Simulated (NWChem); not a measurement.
System: CH₂ cation, doublet

Output (shortened):

```
             Northwest Computational Chemistry Package (NWChem) 7.3.0
             --------------------------------------------------------

                             Geometry "geometry" -> ""
                             -------------------------

 Output coordinates in angstroms (scale by  1.889725989 to convert to a.u.)

  No.       Tag          Charge          X              Y              Z
 ---- ---------------- ---------- -------------- -------------- --------------
    1 C                    6.0000    -0.08816500    -0.02883700     0.00000000
    2 H                    1.0000     0.26307700     0.08604600    -1.04656300
    3 H                    1.0000     0.26307700     0.08604600     1.04656300

 Effective nuclear repulsion energy (a.u.)       5.9742017678

                                 NWChem DFT Module
                                 -----------------

 Summary of "ao basis" -> "ao basis" (spherical)
 ------------------------------------------------------------------------------
       Tag                 Description            Shells   Functions and Types
 ---------------- ------------------------------  ------  ---------------------
 C                         def2-qzvp                17       57   7s4p3d2f1g
 H                         def2-qzvp                10       30   4s3p2d1f

 in cosmo_initialize ...
 calling solv_data for solv:h2o

 solvent parameters
 solvname_short: h2o
 solvname_long:  water
 dielec:       78.4000
 dielecinf:     1.7769
 aqueous SMD model solvent descriptors
 dielec:       78.4000
 sola:          0.8200

          ---------------
          -cosmo- solvent
          ---------------
 Cosmo: York-Karplus, doi: 10.1021/jp992097l
 dielectric constant -eps-     =  78.40
 screen = (eps-1)/(eps    )    =   0.98724
 surface charge correction     = lagrangian

   van der Waals surface
 --------------------------

[...]

                                COSMO-SMD solvation results
                                ---------------------------

             internal energy in gas <Psi(g)|H|Psi(g)> =       -38.789370293818
         internal energy in solvent <Psi(s)|H|Psi(s)> =       -38.789043531257
                               delta internal energy  =         0.000326762562 (    0.21 kcal/mol)
   total free energy in solvent <Psi(s)|H+V/2|Psi(s)> =       -38.928635001192
 polarization energy contribution <Psi(s)|V/2|Psi(s)> =        -0.139591469936 (  -87.59 kcal/mol)
    total free energy in solvent including G(SMD-CDS) =       -38.920713934390
                       G(SMD-CDS) energy contribution =         0.007921066802 (    4.97 kcal/mol)
     1 M fixed-concentration free energy of solvation =        -0.131343640572 (  -82.42 kcal/mol)

                    DFT Final Alpha Molecular Orbital Analysis
                    ------------------------------------------

 Vector    2  Occ=1.000000D+00  E=-7.809216D-01
              MO Center=  4.1D-02,  1.4D-02, -1.0D-10, r^2= 8.5D-01
   Bfn.  Coefficient  Atom+Function         Bfn.  Coefficient  Atom+Function
  ----- ------------  ---------------      ----- ------------  ---------------
     6      0.495043  1 C  s                  5      0.311040  1 C  s
     3     -0.136059  1 C  s                  1     -0.116510  1 C  s
     7      0.108859  1 C  s                 59      0.100099  2 H  s
    89      0.100099  3 H  s                  4     -0.092287  1 C  s
    58      0.058427  2 H  s                 88      0.058427  3 H  s

 Vector    3  Occ=1.000000D+00  E=-5.649387D-01
              MO Center=  6.5D-02,  2.2D-02,  6.9D-11, r^2= 1.1D+00
   Bfn.  Coefficient  Atom+Function         Bfn.  Coefficient  Atom+Function
  ----- ------------  ---------------      ----- ------------  ---------------
    10      0.281861  1 C  pz                13      0.260230  1 C  pz
    59     -0.166489  2 H  s                 89      0.166489  3 H  s
    60     -0.156979  2 H  s                 90      0.156979  3 H  s
    16      0.121531  1 C  pz                58     -0.085327  2 H  s
    88      0.085327  3 H  s

 Vector    4  Occ=1.000000D+00  E=-3.962390D-01
              MO Center= -2.2D-01, -7.2D-02, -7.9D-12, r^2= 9.1D-01
   Bfn.  Coefficient  Atom+Function         Bfn.  Coefficient  Atom+Function
  ----- ------------  ---------------      ----- ------------  ---------------
    11      0.345830  1 C  px                 8      0.340113  1 C  px
    14      0.261610  1 C  px                 6     -0.200564  1 C  s
    12      0.113067  1 C  py                 7     -0.112078  1 C  s
     9      0.111248  1 C  py                15      0.085430  1 C  py
    60      0.079314  2 H  s                 90      0.079314  3 H  s

 Vector    5  Occ=0.000000D+00  E=-2.428856D-01
              MO Center= -7.8D-02, -2.6D-02,  3.8D-10, r^2= 1.0D+00
   Bfn.  Coefficient  Atom+Function         Bfn.  Coefficient  Atom+Function
  ----- ------------  ---------------      ----- ------------  ---------------
    12      0.343126  1 C  py                 9      0.328123  1 C  py
    15      0.307592  1 C  py                18      0.127113  1 C  py
    11     -0.112326  1 C  px                 8     -0.107379  1 C  px
    14     -0.100871  1 C  px                17     -0.041661  1 C  px
    69      0.025886  2 H  py                99      0.025886  3 H  py

[...]
```

Level: B3LYP/def2-QZVP, spin-unrestricted, SMD on the gas-phase geometry. Geometry: optimised at PBE0/def2-SVP, spin-unrestricted. No stability test was run on the SCF state. Solvent: water.

### Question
Reconstruct the input file.

### Answer
This is not unique; one that fits is the input that was run:
```
start job
memory heap 200 mb stack 900 mb global 1100 mb
charge 1
geometry units angstroms noautosym nocenter noautoz
  C     -0.088165    -0.028837     0.000000
  H      0.263077     0.086046    -1.046563
  H      0.263077     0.086046     1.046563
end
basis spherical
  C library def2-qzvp
  H library def2-qzvp
end
dft
  odft
  mult 2
  xc b3lyp
  iterations 150
end
cosmo
  do_cosmo_smd true
  solvent water
end
task dft energy
```
